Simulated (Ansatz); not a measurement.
A calculation with Ansatz (development build ahead of 0.2.0).

```yaml
crystal:
  periodic: [false, false, false]
  atoms:
    - { symbol: O, position_ang: [0.0, 0.0, 0.0] }
    - { symbol: Mg, position_ang: [0.0, 0.0, 1.9996] }
basis:
  gaussian: { orbitals: pcseg-2 }
magnetization:
  initial_magnetization: 2
hamiltonian:
  xc: pbe
```

The input is written out in the form of the current development build from the run's settings.

Output:

```
Converged                       : yes
Total energy                    : -275.05294 hartree
Spin squared of the determinant : 2.000
Stability test                  : minimum among restricted orbitals
```
